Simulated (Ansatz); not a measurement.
Compare A (`c1cc[nH]c1`) with its isomer B (`CC1=NC=C1`).

Gas-phase electronic energies from Ansatz, PBE0-D4/def2-TZVP geometries. CCSD(T)/CBS adds triple-zeta CCSD(T) − MP2 to the extrapolated MP2 energy (def2 sets, frozen cores). Functionals use def2-TZVPP. B3LYP here is the variant with VWN-RPA as its local correlation; programs differ in this.

(1) Which isomer does CCSD(T)/CBS put lower? Give the gap. (Best estimate.)

(2) Give E(B) − E(A) in kcal/mol with B3LYP-D4, BLYP-D4, HF/def2-TZVPP, LDA (SPW92), B2PLYP, ωB97M-V, CCSD(T)/def2-TZVPP. (Best estimate.)

(3) Does the order hold for the free energy at 298.15 K (harmonic terms from PBE0-D4)? (Best estimate.)

Largest T1 diagnostic: 0.019.

Answers

(1) Computed: A, by 72.0 kcal/mol.

(2) Ansatz gave: B3LYP-D4 76.4, BLYP-D4 73.7, HF/def2-TZVPP 73.5, LDA (SPW92) 84.0, B2PLYP 75.7, ωB97M-V 74.8, CCSD(T)/def2-TZVPP 70.9. None reverses the order clearly.

(3) Computed: Yes: G(B) − G(A) = +67.9 kcal/mol.

From BLYP to BHLYP (50 % exact exchange), in def2-TZVPP and without D4, E(B) − E(A) moves by +5.7 kcal/mol. The D4 term adds +1.1 kcal/mol with B3LYP and +0.5 kcal/mol with PBE0; it sums over pairs of atoms, weighted by their polarisabilities, and B3LYP, whose exchange is more repulsive, gets the larger term.
